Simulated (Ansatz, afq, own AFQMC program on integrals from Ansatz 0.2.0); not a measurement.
Two steps: Ansatz 0.2.0 writes the Fock matrix and Cholesky factors of the valence space, and afq projects on them the lowest state that overlaps trial and start.

```yaml
crystal:
  periodic: [false, false, false]
  atoms:
    - {symbol: Al, position_ang: [0.000000, 0.000000, 1.308589]}
    - {symbol: Al, position_ang: [0.000000, 0.000000, -1.308589]}
    - {symbol: H, position_ang: [0.000000, 1.353331, 2.152404]}
    - {symbol: H, position_ang: [0.000000, -1.353331, 2.152404]}
    - {symbol: H, position_ang: [0.000000, 1.353331, -2.152404]}
    - {symbol: H, position_ang: [0.000000, -1.353331, -2.152404]}
basis:
  gaussian: {orbitals: cc-pVTZ}
magnetization: {spin_polarized: false}
correlation: {method: ccsd_t, electrons: outside_noble_gas, hamiltonian_folder: ham}
```

```sh
$ ansatz run in.yaml --threads 1 --pin off --events-out ev --progress --plain --max-ram 16896MiB --backend cuda --devices 0, --max-vram 18GiB
```

Options of the walk:

```
--method phaseless --trial cisd --walkers 600 --populations 10 --least-time 60 --time-step 0.005 --steps-per-block 50 --equilibration-blocks 28 --max-blocks 4000 --target-error 0.00019 --factor-cut 1e-05 --seed 5541 --release-times 0.24,0.51,0.99,1.62,2.4 --release-step 0.03 --release-every 3 --taylor-order 6
```

Times are imaginary, in 1/Eh. The walk had a cap of 208 s. With eight or more populations the least sampling time is a fifth of least-time, and the error comes from their spread.

Output of the walk:

```
orbitals 114  electrons 5 5  factors 728 of 740
reference energy -486.14107226 Eh
CCSD correlation -0.20293758 Eh in 11 cycles, weight of the determinant in the CISD state 0.8729
energy of the start -486.344014 Eh
 block  time / (1/Eh)  mean weight  energy / Eh
     1     0.250  1.0005  -486.340875
     2     0.500  0.9998  -486.341197
     3     0.750  1.0001  -486.342153
     4     1.000  0.9999  -486.343305
     5     1.250  0.9996  -486.344101
     7     1.750  0.9995  -486.346269
     9     2.250  0.9997  -486.347011
    13     3.250  0.9997  -486.347981
    19     4.750  1.0004  -486.348090
    25     6.250  0.9999  -486.348944
    31     7.750  1.0009  -486.349873
    37     9.250  1.0009  -486.352024
    43    10.750  0.9997  -486.349210
    49    12.250  0.9994  -486.349825
    55    13.750  1.0000  -486.348930
    61    15.250  1.0001  -486.350358
    67    16.750  0.9984  -486.350813
    73    18.250  1.0004  -486.350204
    79    19.750  1.0000  -486.348557
    85    21.250  1.0001  -486.348571
    91    22.750  0.9998  -486.349074
    97    24.250  1.0004  -486.347930
   103    25.750  1.0004  -486.348226
   109    27.250  1.0000  -486.348819
   115    28.750  0.9979  -486.349468
   121    30.250  0.9998  -486.351865
   127    31.750  1.0003  -486.349223
   133    33.250  0.9997  -486.349039
   139    34.750  1.0002  -486.347263
   145    36.250  0.9990  -486.349734
   148    37.000  1.0003  -486.350022
error from the spread of 10 populations
released: time / (1/Eh)  energy / Eh  error  mean overlap
  0.24  -486.349450  0.000183  0.9977
  0.51  -486.349655  0.000170  0.9909
  0.99  -486.349681  0.000155  0.9841
  1.62  -486.349589  0.000167  0.9848
  2.40  -486.349811  0.000185  0.9760
energy -486.349474 +/- 0.000185 Eh
(rows thinned)
```

The run passed its tests (sampling time, drift between the halves within three errors, error under three times the target), which doesn't prove that it has relaxed.

Against this walk (error 5.0 meV) on the same determinant: CCSD(T) 28.4 meV higher, CCSDT(Q) 4.4 meV lower (within the noise). The error is statistical and leaves out the bias of the constraint. Released to 2.40 1/Eh the energy moves by -9 ± 7 meV (both errors), within twice the noise.

Cautions: constraint bias not in the error.

The walk took 81 s on 1 × NVIDIA H100 80GB HBM3 with 2 threads of AMD EPYC 7R13 Processor (Zen 3), with other jobs on the host (the card was shared). The log's last line is the phaseless energy.

CCSDT and higher add their correlation energy to the determinant of the CCSD(T) run, since their own runs factorise the integrals more tightly (a shift of under 2 meV). A walk keeps the symmetry of its determinant, which the program's search chose and which needn't be the lowest solution, so a lower state of the same spin and another symmetry isn't excluded.
